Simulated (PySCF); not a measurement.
First SCF of a structure search on triplet S₄, at a hand-made rhombus geometry. PySCF input:

```python
from pyscf import gto, scf, dft
mol = gto.M(atom='''
S      0.000000     1.030000     0.000000
S      0.000000    -1.030000     0.000000
S      1.784000     0.000000     0.000000
S     -1.784000     0.000000     0.000000''',
    basis={'S': 'def2-TZVP'},
    charge=0, spin=2)
mf = dft.UKS(mol, xc='PBE0')
mf.grids.atom_grid = (50, 194)
aux = {'S': 'def2-universal-JKFIT'}
mf = mf.density_fit(auxbasis=aux)
mf.conv_tol = 1e-08
mf.diis_space = 10
mf.max_cycle = 60
mf.init_guess = 'minao'
mf.verbose = 4
mf.kernel()
```

Excerpt of the output (cycles alone):

```
init E= -1593.24215699294
cycle= 1 E= -1592.12450758447  delta_E= 1.12  |g|= 0.151  |ddm|= 1.94
cycle= 2 E= -1592.12139654547  delta_E= 0.00311  |g|= 0.16  |ddm|= 0.261
cycle= 3 E= -1592.13323002145  delta_E= -0.0118  |g|= 0.0498  |ddm|= 0.178
cycle= 4 E= -1592.13464833061  delta_E= -0.00142  |g|= 0.0059  |ddm|= 0.0502
cycle= 5 E= -1592.1346778454  delta_E= -2.95e-05  |g|= 0.00217  |ddm|= 0.0103
cycle= 6 E= -1592.13468085069  delta_E= -3.01e-06  |g|= 0.000757  |ddm|= 0.00336
cycle= 7 E= -1592.13468154124  delta_E= -6.91e-07  |g|= 0.000248  |ddm|= 0.00166
cycle= 8 E= -1592.13468171264  delta_E= -1.71e-07  |g|= 8.38e-05  |ddm|= 0.00104
cycle= 9 E= -1592.1346817384  delta_E= -2.58e-08  |g|= 1.94e-05  |ddm|= 0.000518
cycle= 10 E= -1592.13468173915  delta_E= -7.55e-10  |g|= 4.78e-06  |ddm|= 8.29e-05
Extra cycle  E= -1592.13468173917  delta_E= -1.93e-11  |g|= 4.82e-06  |ddm|= 1.44e-05
converged SCF energy = -1592.13468173917  <S^2> = 2.0121148  2S+1 = 3.0080657
```

No lower solution of this spin was found from smeared starts or by a stability analysis within the unrestricted form.

The search for the lowest solution, 3 starts and the stability check together, took 20 s on 4 threads of a shared Arm Neoverse V1 host, with 148 basis functions; the process peaked at 0.63 GiB. Launch command: `OMP_NUM_THREADS=4 python axn.py task.json out`.
